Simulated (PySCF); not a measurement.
## Cubic BN: smallest direct gap on the k points sampled by level of theory

No measured value is used here.

```json
[
 {"level (code)": "PBE (PySCF)", "value (eV)": "8.76 ± 0.05"},
 {"level (code)": "PBE0 (PySCF)", "value (eV)": "11.33 ± 0.02"},
 {"level (code)": "Hartree–Fock (PySCF)", "value (eV)": "19.73 ± 0.2"},
 {"level (code)": "G0W0@Hartree–Fock (PySCF)", "value (eV)": "13.54 ± 0.1"},
 {"level (code)": "G0W0@PBE0 (PySCF)", "value (eV)": "11.81 ± 0.1"}
]
```

At these levels the smallest gap is indirect and lower: PBE 4.45, PBE0 6.63, Hartree–Fock 13.95, G0W0@Hartree–Fock 8.20, G0W0@PBE0 6.85 eV. Computed values are for a static lattice.  A ± on a computed value is a rough bar: the spread of its extrapolation, a floor set from checks against published values, or a statistical error. Values are at the measured cell.
